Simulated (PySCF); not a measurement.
disilane cation (H₆Si₂), SMILES [SiH3][SiH3] (connectivity only; charge and spin as stated), charge +1, multiplicity 2. Coordinates come from a PBE-D3(BJ)/def2-TZVP optimisation. The multiplicity is an assumed one; other spin states were not compared.

All values below come from PySCF with PBE-D3(BJ)/def2-TZVP.

Harmonic wavenumbers (cm⁻¹): 112, 201, 222, 222, 280, 280, 678, 736, 878, 878, 888, 888, 2174, 2175, 2233, 2233, 2241, 2241. Rotational constants (GHz): 38.52, 4.074, 4.074; symmetry number 6.

Q: Work out the zero-point energy and the ideal-gas rigid-rotor harmonic-oscillator thermochemistry at 298.15 K and 1 atm.

A: ZPE = ½ Σ hcν = ½ × 19559 cm⁻¹ = 27.96 kcal/mol. H − E(el) = 32.63 kcal/mol. Entropy in cal/(mol K): translation 38.30, rotation 20.17, vibration 13.51, spin 1.38, total 73.36. G − E(el) = 10.76 kcal/mol. Cp = 22.52 cal/(mol K). Modes under 150 cm⁻¹ make the vibrational entropy uncertain.
